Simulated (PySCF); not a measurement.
# Where the electron goes

Compound: thiohydroxylamine, H3NS.
Cartesian coordinates in Å at the GFN2-xTB level; atoms count from 1:
```xyz
5
H3NS angstrom
N     -0.5283    0.1958    0.1320
S      0.9441   -0.4837   -0.4380
H     -1.1841   -0.5459    0.3550
H     -0.9346    0.7866   -0.5861
H      1.7115    0.0502    0.5200
```

Theory: TDDFT CAM-B3LYP/def2-SVPD, vertical, gas phase, core orbitals frozen in the response (PySCF 2.14.0, density-fitted response routines).

Frontier orbitals with the atoms that hold most of them (Löwdin shares over 4%, at most four atoms; ? is withheld):

| orbital | ε (eV) | atoms |
| --- | --- | --- |
| LUMO+2 | 2.10 | S2 81%, N1 6%, H5 5%, H3 4% |
| LUMO+1 | 1.27 | S2 74%, H5 17%, N1 6% |
| LUMO | 0.56 | ? |
| HOMO | -8.51 | ? |
| HOMO-1 | -9.09 | N1 58%, S2 25%, H5 7%, H3 5% |
| HOMO-2 | -12.78 | S2 55%, N1 30%, H5 8% |
| HOMO-3 | -14.00 | S2 38%, N1 35%, H5 17%, H3 5% |

(1) Which atoms hold the LUMO, and with what shares?

(2) Give the leading atoms of the HOMO.

(3) The HOMO–LUMO gap is 9.06 eV. Where does the response calculation put the lowest singlet, and from which orbitals?

(4) One configuration dominates each of S1, S2, S3 and S4. Which, and how do the shares of the two leading atoms of either orbital change from the occupied to the empty one?

Results:

(1) S2 (bonded to N and H) 64%; N1 (bonded to S and 2 H) 12%; H3 (bonded to N) 8%; H4 (bonded to N) 8%. By element: sulfur 64%, hydrogen 17% or more, nitrogen 12%.

(2) S2 (bonded to N and H) 78%; N1 (bonded to S and 2 H) 11%; H5 (bonded to S) 7%.

(3) S1 is at 5.19 eV (f = 0.0021), 3.88 eV below the gap, made of HOMO→LUMO (86%), HOMO→LUMO+4 (8%). Without the coupling terms of the response equations the lowest excitation would equal the gap.

(4) 
- S1 (5.19 eV, f 0.0021), HOMO→LUMO (86%): S2 78% → 64%, N1 11% → 12%
- S2 (5.98 eV, f 0.030), HOMO-1→LUMO (95%): N1 58% → 12%, S2 25% → 64%
- S3 (6.32 eV, f 0.046), HOMO→LUMO+1 (97%): S2 78% → 74%, N1 11% → 6%, H5 7% → 17%
- S4 (7.13 eV, f 0.025), HOMO-1→LUMO+1 (92%): N1 58% → 6%, S2 25% → 74%, H5 7% → 17%

Löwdin shares depend on the basis, the more so with diffuse functions.

One conformer stands for the species.
